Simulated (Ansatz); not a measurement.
Two shapes of doublet H₂O(+).

Shape 1:

```xyz
3

O     0.0008    0.0480   -0.1307
H    -0.0138    0.7737    0.4560
H    -0.0113   -0.8068    0.5142
```

Shape 2:

```xyz
3

O     0.0000    0.0000   -0.1262
H     0.0000    0.8860    0.5048
H     0.0000   -0.8860    0.5048
```

Basis set: cc-pVTZ (spherical functions). Left uncorrelated: 1 orbital. Charge 1, multiplicity 2.

Computed with Ansatz (development build ahead of 0.2.0); each method stands on the lowest determinant of its kind that the runs found.

Q: Which shape is lower in energy, and by how much in each method?

A:

```
 method  E(2) − E(1) (eV)
    UHF             0.184
UHF-MP2             0.064
```

Shape 1 is lower.
